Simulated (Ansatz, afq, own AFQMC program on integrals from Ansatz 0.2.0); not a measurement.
**Si$_{2}$H$_{4}$, triplet: AFQMC among the cluster methods**

```
atom    x (Å)    y (Å)    z (Å)
  Si  -1.5840   0.0000   0.0000
   H  -2.0788   1.3997   0.0000
   H  -2.0788  -0.6999   1.2122
   H  -2.0788  -0.6999  -1.2122
   H   0.3550   0.0000   0.0000
  Si   1.7950   0.0000   0.0000
```

Connectivity, by distances: SiH3 ··· SiH.

Basis cc-pVTZ. Only valence electrons are correlated. Ansatz 0.2.0 and our own AFQMC program on the same integrals; the CISD trial comes from CCSD amplitudes, and released means the phaseless constraint is let go. Uncertainties: one standard error, sampling alone.

Determinant: UHF, the one that the program's search chose, which needn't be the lowest solution. The geometry is a point of a scan.

No full CI on the walks' own integrals is used here. The released AFQMC energy serves as the reference, which it does only where one determinant dominates, the energy is flat over the last release times and near the phaseless one (40 meV or 2 meV an electron, half that with transition metals). On small molecules, where full CI could be run and the noise was under 10 meV, such values lay within 10 meV of it in 19 cases of 20, a flattering rate, since the rule was set on those same cases; what remains of the bias isn't in the error bar.

Cautions: lower spins were not checked; the released value is read at 2.40 1/Eh (meV from the phaseless value at times in 1/Eh: -11 ± 6 at 0.24, -28 ± 8 at 0.51, -29 ± 4 at 0.99, -23 ± 9 at 1.62, -27 ± 9 at 2.40).

```
T1 diagnostic                               : 0.0239
weight of the determinant in the CISD state : 0.837
⟨S²⟩ of the determinant                     : 2.032
size of the correlated space                : 12 electrons in 114 orbitals
```

Reference: AFQMC with the constraint released, correlation energy -7.525 ± 0.009 eV.

```
        level  E − E(reference) (kJ/mol)  share of correlation (%)
           HF                726.0 ± 0.8                      0.00
          MP2                153.0 ± 0.8                     78.93
         CCSD                 32.5 ± 0.8                     95.52
      CCSD(T)                  5.4 ± 0.8                     99.26
ph-AFQMC/CISD                  2.6 ± 1.2                     99.64
```

A walk keeps the symmetry of its determinant, which the program's search chose and which needn't be the lowest solution, so a lower state of the same spin and another symmetry isn't excluded. Released energies are given only where the last usable release times agree within the noise; a slower fall can still hide under it.
